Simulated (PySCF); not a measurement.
Atomic charges by several schemes

Compound: 1-chloro-2-butyne, C4H5Cl.
Cartesian coordinates in Å at the PBE0-D3(BJ)/def2-SVP level; atoms count from 1:
```
atom  x, y, z in Å
C1    -1.9089    0.4271    0.2016
C2    -0.4684    0.2484    0.1506
C3     0.7349    0.1087    0.1163
C4     2.1699   -0.0737    0.0636
Cl5    3.0697    1.2067    0.9538
H6    -2.4259   -0.5397    0.3040
H7    -2.1931    1.0517    1.0628
H8    -2.2842    0.9176   -0.7098
H9     2.4657   -1.0334    0.5109
H10    2.5358   -0.0505   -0.9729
```

Density: PBE0/pcSseg-1 (PySCF); schemes: Mulliken, IAO, Hirshfeld and ESP-fitted. Isolated species at its PBE0-D3(BJ)/def2-SVP geometry, gas phase.

Question: At which atom do the 4 schemes differ most?

Answer: At C1: from -0.472 (ESP-fitted) to -0.091 e (Hirshfeld), 0.381 e apart.

Question: Which atoms carry the lowest charge in the Mulliken, IAO, Hirshfeld and ESP-fitted schemes?

Answer: The schemes don't all agree: Mulliken C4 (-0.239); IAO C1 (-0.428); Hirshfeld C1 (-0.091); ESP-fitted C1 (-0.472).

Question: What partial charge does each atom carry?

Answer: In e:

```csv
atom,environment,Mulliken,IAO,Hirshfeld,ESP-fitted
C1,propargylic carbon,-0.216,-0.428,-0.091,-0.472
C2,alkyne carbon,-0.181,-0.023,-0.039,+0.029
C3,alkyne carbon,-0.048,-0.084,-0.078,-0.053
C4,sp3 C–Cl carbon,-0.239,-0.245,-0.019,-0.362
Cl5,alkyl chlorine,-0.148,-0.104,-0.082,-0.109
H6,methyl hydrogen,+0.153,+0.171,+0.061,+0.168
H7,methyl hydrogen,+0.157,+0.174,+0.064,+0.186
H8,methyl hydrogen,+0.153,+0.171,+0.061,+0.174
H9,methylene hydrogen,+0.185,+0.185,+0.061,+0.220
H10,methylene hydrogen,+0.185,+0.185,+0.061,+0.219
```

Mean size of the charges over all atoms: ESP-fitted 0.199 e, IAO 0.177 e, Mulliken 0.167 e, Hirshfeld 0.062 e. Each set sums to the total charge, 0, to within 0.001 e. The Mulliken scheme counts on each atom the diagonal of the density matrix times the overlap matrix over that atom's basis functions.

Question: How closely do the schemes follow one another over all atoms?

Answer: Correlation coefficient and root-mean-square difference: IAO with ESP-fitted 0.99, 0.047 e; Mulliken with IAO 0.91, 0.086 e; Mulliken with ESP-fitted 0.89, 0.114 e; Mulliken with Hirshfeld 0.88, 0.121 e; IAO with Hirshfeld 0.86, 0.152 e; Hirshfeld with ESP-fitted 0.79, 0.189 e.

Question: How many electrons does the IAO scheme count on C3?

Answer: Z − q = 6 − (-0.084) = 6.084.

Question: Sum the charges by element, for elements with more than one atom.

Answer: 
```tsv
element	atoms	Mulliken	IAO	Hirshfeld	ESP-fitted
C	4	-0.685	-0.781	-0.227	-0.858
H	5	+0.833	+0.885	+0.309	+0.967
```
